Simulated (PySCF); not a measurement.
C5H14N (charge +1).
Bonds: C1–N2, N2–C3, C3–C4, C3–C5, C3–C6. Hydrogens: H7, H8, H9 on C1; H10, H11 on N2; H12, H13, H14 on C4; H15, H16, H17 on C5; H18, H19, H20 on C6.

Torsions of this conformer, `[CH3:1][NH2+:2][C:3]([CH3:4])([CH3:5])[CH3:6]`: C1–N2–C3–C4 -179°.

The closed-shell ground state was solved at several levels (PySCF, density fitting, gas phase, non-relativistic). Isolated species at its PBE0-D3(BJ)/def2-SVP geometry, gas phase.

| level | basis functions | total energy (Eh) | HOMO (eV) | LUMO (eV) | gap (eV) |
| --- | --- | --- | --- | --- | --- |
| PBE0/6-31+G* | 136 | -253.1760 | -14.32 | -4.42 | 9.90 |
| PBE/def2-SVPD | 232 | -252.9622 | -12.93 | -5.14 | 7.79 |
| CAM-B3LYP/def2-SVPD | 232 | -253.1679 | -15.78 | -3.53 | 12.25 |
| HF/def2-SVPD | 232 | -251.5656 | -17.82 | -1.75 | 16.07 |
| PBE0/def2-TZVP | 270 | -253.2659 | -14.30 | -4.24 | 10.06 |
| wB97X-D/def2-SVPD | 232 | -253.2427 | -16.24 | -2.49 | 13.75 |
| LC-wPBE/def2-SVPD | 232 | -253.1792 | -17.14 | -2.25 | 14.89 |
| PBE0/6-31G* | 112 | -253.1728 | -14.26 | -3.53 | 10.73 |
| PBE0/aug-cc-pVDZ | 264 | -253.2040 | -14.28 | -4.53 | 9.75 |
| PBE0/def2-SVP | 154 | -252.9973 | -14.33 | -3.90 | 10.43 |

(1) Estimate the row for LDA/def2-SVPD, a basis of 232 functions; the other rows only guide the guess.

(2) Over all these levels, which gives the widest orbital gap and which the narrowest?

(3) How much does the basis alone move the frontier levels among the 5 PBE0 rows?

## Answers

(1) Total energy -250.9812 Eh, HOMO -12.98 eV, LUMO -5.28 eV, gap 7.70 eV.

(2) HF/def2-SVPD (Hartree–Fock, all exact exchange) has the widest, 16.07 eV, and LDA/def2-SVPD (LDA) the narrowest, 7.70 eV. The two share the basis. From the narrowest to the widest the HOMO moves by -4.84 eV and the LUMO by +3.53 eV.

(3) The HOMO by 0.07 eV and the LUMO by 1.00 eV. By rising basis size (HOMO, LUMO in eV): 6-31G* -14.26, -3.53; 6-31+G* -14.32, -4.42; def2-SVP -14.33, -3.90; aug-cc-pVDZ -14.28, -4.53; def2-TZVP -14.30, -4.24.

wB97X-D is run here without its empirical dispersion term; that term would change no orbital, density or response property at a fixed geometry.
